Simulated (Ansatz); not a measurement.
**NH₃, singlet in 6-31G: errors against full CI**

Geometry: a point of a stretch scan, not a stationary point.

```xyz
4

N     0.0071    0.0120   -0.0722
H     0.9453    0.0250    0.3082
H    -0.4758    0.8203    0.3000
H    -0.5685   -1.0119    0.3948
```

Basis 6-31G; Ansatz 0.2.0. Only valence electrons are correlated (noble-gas cores frozen), which leaves 8 electrons in 14 orbitals. R marks a restricted (for open shells ROHF) determinant. Active spaces: valence = (8e, 7o) chosen from the atoms' valence shells; pair = (2e, 2o) about the gap.

Full CI is exact within this basis and frozen core; it isn't the basis-set limit.

* UHF ⟨S²⟩: 0.000
* T1 diagnostic (RCCSD): 0.0082
* largest doubles amplitude (RCCSD): 0.055

```json
{"level": "RMP2", "E − E(RHF) (eV)": "-3.3506"}
{"level": "RCCSD", "E − E(RHF) (eV)": "-3.7495"}
{"level": "RCCSD(T)", "E − E(RHF) (eV)": "-3.8020"}
```

Task: Estimate how far full CI in 6-31G lies from RCCSD(T). The table doesn't fix it; the size of (T) and the diagnostics are the guide.

Result: Full CI in 6-31G lies 1.4 kJ/mol below RCCSD(T), which is 27 % of the (T) step (-5.1 kJ/mol). The diagnostics give no warning, yet the rest is a sizeable part of (T).

The other levels:

| level | E − E(full CI) (kJ/mol) | share of correlation (%) | wall time |
| --- | --- | --- | --- |
| CISD | 23.2 | 93.71 | 0.21 s |
| BCCD(T) | 1.4 | 99.61 | 0.15 s |
| RCCSDT | 0.9 | 99.74 | – |
| CISDTQ | 0.8 | 99.78 | 0.45 s |
| RCCSDT(Q) | 0.0 | 100.00 | 0.33 s |
| RCCSDTQ | 0.1 | 99.98 | 1.4 s |
| CASSCF (pair space) | 293.8 | 20.22 | – |
| NEVPT2 (pair space) | 30.7 | 91.66 | 0.09 s |
| MRCISD (pair space) | 14.6 | 96.03 | – |
| MRCISD+Q (pair space) | 2.9 | 99.20 | 0.21 s |
| CASSCF (valence space) | 144.0 | 60.89 | – |
| NEVPT2 (valence space) | 26.3 | 92.87 | 0.54 s |
| MRCISD (valence space) | 3.1 | 99.15 | – |
| MRCISD+Q (valence space) | 0.1 | 99.97 | 0.9 s |

The correlation energy at full CI, counted from RHF, is -3.816 eV. That run took 1.3 s on 1 thread of Arm Neoverse V2, shared host over 501,761 determinants.

Times hold each run's SCF and search for its determinant on a shared host, so for small cases they say little of a method's own cost; they ran on 1 thread of Arm Neoverse V2.

The full-CI state has the irrep A' of Cs, in the program's axes.

Natural occupations of full CI about the gap: 1.983 1.972 1.968 1.947 0.049 0.026 0.025 0.016 0.005 0.004; effectively unpaired electrons, Σ n²(2−n)², 0.03.
